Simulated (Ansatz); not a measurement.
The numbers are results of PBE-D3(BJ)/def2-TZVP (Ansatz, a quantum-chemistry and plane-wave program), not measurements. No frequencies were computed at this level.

Ansatz 0.2 input:
```yaml
crystal:
  periodic: [false, false, false]
  atoms:
    - { symbol: C, position_ang: [-0.000011, 0.000003, -0.000253] }
    - { symbol: H, position_ang: [1.017302, -0.323422, 0.000808] }
    - { symbol: H, position_ang: [-0.788737, -0.719307, -0.000648] }
    - { symbol: H, position_ang: [-0.228555, 1.042725, 0.000093] }
basis:
  gaussian: { orbitals: def2-tzvp }
hamiltonian:
  xc: pbe
  dispersion: d3bj
relax:
  max_steps: 150
magnetization:
  spin_polarized: true
  initial_magnetization: 1
```

Output:

```
Functional definition: PBE
312 factors; their error is unknown
mean field evaluation 1: about -1078.2718 eV, gradient 3.0e1 eV
mean field evaluation 2: about -1074.9741 eV, gradient 3.7e1 eV
mean field evaluation 4: about -1082.6823 eV, gradient 8.7e-2 eV
mean field evaluation 8: about -1082.6685 eV, gradient 6.9e-3 eV
mean field -1082.66851202 eV, -39.7873339577 hartree, gradient 7.1e-6 eV, S^2 0.753598; 0 other end points of the search recorded, 0 dependent functions left out
reference -1082.66853859 eV, -39.7873349342 hartree; 5, 4 occupied and 44, 45 virtual orbitals, 312 factors
relax step   1: F+E_penalty+E_count = -1082.69161823 eV  Δ(F+E_penalty+E_count) = +0.000e0 eV  max|allowed force component| = 6.969e-1 eV/Å  Δτ_max = 0.0000 Å  (25 SCF iters, accepted)
these checks for a lower state are left out or cut short: starts, cluster_reference, orbital_swaps, neighbouring_geometries, increment
312 factors; their error is unknown
mean field evaluation 16: about -1082.6980 eV, gradient 8.2e-1 eV
mean field -1082.68740272 eV, -39.7880281779 hartree, gradient 4.2e-6 eV, S^2 0.753725; 0 other end points of the search recorded, 0 dependent functions left out
reference -1082.68742936 eV, -39.7880291571 hartree; 5, 4 occupied and 44, 45 virtual orbitals, 312 factors
relax step   2: F+E_penalty+E_count = -1082.71049291 eV  Δ(F+E_penalty+E_count) = -1.887e-2 eV  max|allowed force component| = 1.794e-1 eV/Å  Δτ_max = 0.0146 Å  (28 SCF iters, accepted)
these checks for a lower state are left out or cut short: starts, cluster_reference, orbital_swaps, neighbouring_geometries, increment
312 factors; their error is unknown
mean field evaluation 32: about -1082.5513 eV, gradient 4.4e-6 eV
mean field -1082.55132621 eV, -39.7830274585 hartree, gradient 4.4e-6 eV, S^2 0.753415; 0 other end points of the search recorded, 0 dependent functions left out
reference -1082.55135421 eV, -39.7830284874 hartree; 5, 4 occupied and 44, 45 virtual orbitals, 312 factors
relax step   3: F+E_penalty+E_count = -1082.57442147 eV  Δ(F+E_penalty+E_count) = +1.361e-1 eV  max|allowed force component| = 1.448e0 eV/Å  Δτ_max = 0.1952 Å  (31 SCF iters, rejected (line search))
these checks for a lower state are left out or cut short: starts, cluster_reference, orbital_swaps, neighbouring_geometries, increment
312 factors; their error is unknown
mean field -1082.68904748 eV, -39.7880886218 hartree, gradient 4.2e-6 eV, S^2 0.753777; 0 other end points of the search recorded, 0 dependent functions left out
reference -1082.68907415 eV, -39.7880896019 hartree; 5, 4 occupied and 44, 45 virtual orbitals, 312 factors
relax step   4: F+E_penalty+E_count = -1082.71213148 eV  Δ(F+E_penalty+E_count) = -1.639e-3 eV  max|allowed force component| = 6.901e-3 eV/Å  Δτ_max = 0.0093 Å  (28 SCF iters, accepted)
312 factors; their error is unknown
mean field -1082.68904748 eV, -39.7880886218 hartree, gradient 1.8e-5 eV, S^2 0.753777; 1 other end points of the search recorded, 0 dependent functions left out
reference -1082.68907415 eV, -39.7880896019 hartree; 5, 4 occupied and 44, 45 virtual orbitals, 312 factors
Total energy: -1082.71215815 eV, -39.7889379232 hartree
Atom 0 at    -0.000001    -0.000000     0.000332 Å, force     0.000017    -0.000005    -0.001109 eV/Å
Atom 1 at     1.036113    -0.329402     0.000626 Å, force    -0.006722     0.002137     0.000365 eV/Å
Atom 2 at    -0.803325    -0.732602    -0.000857 Å, force     0.005208     0.004769     0.000374 eV/Å
Atom 3 at    -0.232788     1.062003    -0.000102 Å, force     0.001498    -0.006901     0.000370 eV/Å
Dipole moment:     0.000000    -0.000000    -0.000200 e Å
```

Cost: very roughly 2.4 core-seconds.
